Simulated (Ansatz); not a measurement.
in.yaml

```yaml
crystal:
  periodic: [false, false, false]
  atoms:
    - {symbol: B, position_ang: [0.000000, 0.000000, 1.165459]}
    - {symbol: O, position_ang: [0.000000, 0.000000, -0.106612]}
    - {symbol: H, position_ang: [0.000000, 0.000000, -1.058847]}
basis:
  gaussian: {orbitals: 6-31G}
magnetization: {spin_polarized: false}
correlation: {method: ccsdtq, electrons: outside_noble_gas}
```

```sh
$ ansatz run in.yaml --threads 1 --pin off --events-out ev --progress --plain --max-ram 2393MiB
```

Output:

```
386 factors; integrals over basis functions are off by at most 1.1e-7 eV
mean field evaluation 1: about -2721.3504 eV, gradient 2.6e1 eV
mean field evaluation 2: about -2721.3524 eV, gradient 2.6e1 eV
mean field evaluation 4: about -2722.5947 eV, gradient 1.5e0 eV
mean field evaluation 8: about -2722.6055 eV, gradient 4.5e-4 eV
mean field evaluation 16: about -2722.6051 eV, gradient 2.6e-1 eV
mean field -2722.60550361 eV, -100.0539068092 hartree, gradient 1.8e-6 eV, S^2 0.000000; 0 other end points of the search recorded, 0 dependent functions left out
2 core orbitals not correlated: weight in the atoms' cores, before any rotation towards them, 1.000 or more for the frozen orbitals, at most 0.000 for the correlated occupied ones
reference -2722.60550361 eV, -100.0539068092 hartree; 5, 5 occupied and 13, 13 virtual orbitals, 386 factors
second order -4.42880267 eV of doubles, -0.00000000 eV of singles
cycle   1  -4.51236171 eV  change   -8.4e-2 eV  update   9.0e-2
cycle   2  -4.80569128 eV  change   -2.9e-1 eV  update   4.6e-2
cycle   3  -4.97296944 eV  change   -1.7e-1 eV  update   2.6e-2
cycle   4  -4.97234177 eV  change    6.3e-4 eV  update   7.5e-3
cycle   5  -4.96986981 eV  change    2.5e-3 eV  update   3.9e-3
cycle   6  -4.97356538 eV  change   -3.7e-3 eV  update   1.7e-3
cycle   7  -4.97222475 eV  change    1.3e-3 eV  update   7.5e-4
cycle   8  -4.97210408 eV  change    1.2e-4 eV  update   2.3e-4
cycle   9  -4.97231297 eV  change   -2.1e-4 eV  update   1.2e-4
cycle  10  -4.97233205 eV  change   -1.9e-5 eV  update   3.5e-5
cycle  11  -4.97231900 eV  change    1.3e-5 eV  update   2.0e-5
cycle  12  -4.97232789 eV  change   -8.9e-6 eV  update   7.7e-6
cycle  13  -4.97232110 eV  change    6.8e-6 eV  update   2.5e-6
cycle  14  -4.97231959 eV  change    1.5e-6 eV  update   6.7e-7
cycle  15  -4.97231950 eV  change    8.5e-8 eV  update   3.2e-7
Total energy: -2727.57782311 eV, -100.2366361805 hartree
```

For the same geometry and basis full CI lies 0.3 meV higher.

Ran on 1 thread of AMD EPYC 7B13, shared host: 7.5 s wall, 0.18 GiB peak host memory.
